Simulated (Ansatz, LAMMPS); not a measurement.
# Equilibrium lattice constant a of rock-salt LiF: levels of theory against measurement

Reference value: 3.972 Å (measured, static lattice: zero-point anharmonic expansion removed, our sources range from 3.964 to 3.974; as tabulated in Mejia-Rodriguez and Trickey (2018), arXiv:1807.09216).

Question: What do ionic model joung2008, LDA, PBE, PBE-D4, r²SCAN, B3LYP (VWN-RPA form), Hartree–Fock give, and how far is each from the reference?

Answer: 
```json
[
 {"level (code)": "ionic model joung2008 (rigid ions, set for SPC/E water, LAMMPS)", "value (Å)": "4.286", "error (%)": "+7.91"},
 {"level (code)": "LDA (Ansatz)", "value (Å)": "3.909", "error (%)": "-1.59"},
 {"level (code)": "PBE (Ansatz)", "value (Å)": "4.068", "error (%)": "+2.42"},
 {"level (code)": "PBE-D4 (Ansatz)", "value (Å)": "4.045", "error (%)": "+1.84"},
 {"level (code)": "r²SCAN (Ansatz)", "value (Å)": "3.990", "error (%)": "+0.45"},
 {"level (code)": "B3LYP (VWN-RPA form) (Ansatz)", "value (Å)": "4.024", "error (%)": "+1.31"},
 {"level (code)": "Hartree–Fock (Ansatz)", "value (Å)": "3.994", "error (%)": "+0.55"}
]
```

Of the ranked levels r²SCAN (+0.45 %) comes nearest. Farthest off among them: ionic model joung2008 (+7.91 %). Within 1 %: r²SCAN, Hartree–Fock.

Cutoffs and k meshes differ between the levels. Ansatz's density-functional and Hartree–Fock values are scalar-relativistic unless marked +SOC, with PAW data made under PBE.

Empirical potentials (ionic model joung2008) are fitted to chosen data: where that held the value shown, agreement is built in, and what lay outside the fit can be far off.

Differences are worked out from the printed values.

Ansatz is an electronic-structure program.
